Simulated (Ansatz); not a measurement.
Body-centred tetragonal In: PBE at its full settings (plane-wave cutoff 520 eV, 24×24×24 k mesh, Fermi–Dirac smearing 0.05 eV, scalar-relativistic PAW data made under PBE) and at cheaper ones, in a cell of 1 atom with Γ-centred meshes.

| level and setting | lattice constant a (Å) | c axis length (Å) | bulk modulus (GPa) |
|---|---|---|---|
| PBE (Ansatz) | 3.303 | 5.035 | 35.5 |
| PBE (300 eV cutoff) (Ansatz) | 3.304 | 5.051 | 34.6 |
| PBE (2×2×2 k mesh) (Ansatz) | 3.012 | 5.266 | 78.5 |
| PBE (4×4×4 k mesh) (Ansatz) | 2.962 | 6.620 | 32.9 |
| PBE (6×6×6 k mesh) (Ansatz) | 3.267 | 5.102 | 38.1 |

Largest shifts from the full settings: lattice constant a -10.3 % (PBE (4×4×4 k mesh)), against a difference of +1.57 % of the full result from the reference 3.252 Å (measured, 293 K, not corrected to a static lattice; as tabulated in Wikipedia's data pages); lattice parameter c +31 % (PBE (4×4×4 k mesh)), against a difference of +1.78 % of the full result from the reference 4.947 Å (measured, 293 K, not corrected to a static lattice; as tabulated in Wikipedia's data pages); bulk modulus +121 % (PBE (2×2×2 k mesh)), against a difference of -21 % of the full result from the reference 44.7 GPa (measured, copied from a table, unchecked, extrapolated to 0 K and zero-point effects removed; as tabulated in Lejaeghere et al. (2013), arXiv:1204.2733).

Ansatz's density-functional and Hartree–Fock values are scalar-relativistic unless marked +SOC, with PAW data made under PBE.

Run with cheap settings on purpose, which may leave them unconverged: PBE (2×2×2 k mesh), PBE (300 eV cutoff), PBE (4×4×4 k mesh), PBE (6×6×6 k mesh).

Ansatz is a program for electronic structure.
